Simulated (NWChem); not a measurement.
Extrapolating the MP2 correlation energy of hydrogen peroxide (H2O2)

SMILES: OO
```xyz
4

O     -0.2942     0.6453    -0.0547
O      0.2942    -0.6453    -0.0547
H      0.3673     1.1503     0.4376
H     -0.3673    -1.1503     0.4376
```
Charge 0, spin multiplicity 1.

Program: NWChem. All single points use one geometry, from PBE0/def2-SVP, a minimum by its harmonic frequencies. It is one conformer; others weren't searched.

The correlated methods keep 2 core orbitals frozen.

Worked example. The MP2 correlation energy is -494.51 mHa in cc-pVTZ and -533.94 mHa in cc-pVQZ. The form E(X) = E∞ + A/X³ turns the pair into an estimate of the basis-set limit.

E∞ = (4³·(-533.94) − 3³·(-494.51))/(4³ − 3³) = -562.7 mHa. The larger basis holds 95 % of that, at about 10 times the processor time of the smaller one. This is a two-point estimate.
